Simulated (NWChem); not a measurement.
**Basis-set convergence for BCl₃**

```xyz
4

B      0.0000     0.0000     0.0000
Cl     0.0000     0.0000     1.7421
Cl     1.5087     0.0000    -0.8710
Cl    -1.5087     0.0000    -0.8710
```
Charge 0, spin multiplicity 1.

The numbers come from NWChem runs, not from measurements. All single points use one geometry, from PBE0/def2-SVP, a minimum by its harmonic frequencies.

Quantity: vertical ionisation energy at the level ΔB3LYP (Δ: difference of total energies, the cation a doublet at the parent's geometry with its hole in an orbital of symmetry b1 (C2v labels); it is the state that the SCF runs reached, from PBE0 orbitals for Hartree-Fock references, and need not be the lowest).

B3LYP has NWChem's definition, with VWN1-RPA local correlation. The Pople sets run with spherical d functions. The structure started from a generated list of species. No SCF solution was tested for a lower state.

The cost column gives rough processor time relative to STO-3G; each entry includes its own SCF.

| basis | functions | vertical ionisation energy (eV) | relative cost |
|---|---|---|---|
| STO-3G | 32 | … | 1 |
| cc-pVDZ | 68 | … | 4 |
| pcseg-1 | 68 | 11.39 | under 3 |
| 6-31+G* | 84 | 11.29 | 4 |
| 6-311G** | 96 | … | under 3 |
| def2-SVPD | 101 | 11.29 | under 3 |
| 6-311++G** | 112 | 11.28 | 7 |
| cc-pVTZ | 132 | 11.21 | 10 |
| def2-TZVPP | 157 | 11.20 | 9 |
| cc-pVQZ | 232 | 11.22 | 80 |

### Question
Some entries are withheld; supply them.

### Answer

- STO-3G, vertical ionisation energy (eV): 10.69
- cc-pVDZ, vertical ionisation energy (eV): 11.17
- 6-311G**, vertical ionisation energy (eV): 11.35
